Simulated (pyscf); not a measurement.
Optimised with ωB97X-D3(BJ)/def2-SVP in PySCF. MP2 and CC: frozen core, UHF for open shells. ΔMP2 is the change of the MP2 total energy from the triple- to the quadruple-zeta basis.

Question: Estimate the classical barrier height and the reaction energy of •HN–NH₂ + H• → NH₃ + NH [triplet] at CCSD(T)/def2-TZVPP + ΔMP2(QZVPP). The step runs on the triplet surface, breaks N–N and forms H–N; take the separated reactants as zero.

Answer: ΔE‡ = 107.1 kJ/mol, ΔE = -143.3 kJ/mol. Zero-point energy shifts the barrier by +4.1 kJ/mol. It is a substitution at N, with an imaginary mode of 1543i cm⁻¹. On the product side the descent ends in a complex, 20.6 kJ/mol under the separated species and 260.4 kJ/mol under the saddle at ωB97X-D3(BJ)/def2-TZVP. At ωB97X-D3(BJ) the barrier from the zero used here is 126.4 kJ/mol. The same reactants have a lower exit, to NH₂• + NH₂• (barrier +92.0 kJ/mol at ωB97M-D3(BJ), against +117.7 kJ/mol here). •HN–NH₂ + H• also meet on a surface of lower spin, which isn't treated here. This is the saddle that the search found; another between the same sides may lie lower. The angle at the attacked N is 161°. The CCSD(T) − MP2 part came from Ansatz, without density fitting, on the same reference. A UHF reference is spin-contaminated (<S²> up to 2.13), which harms MP2 most.
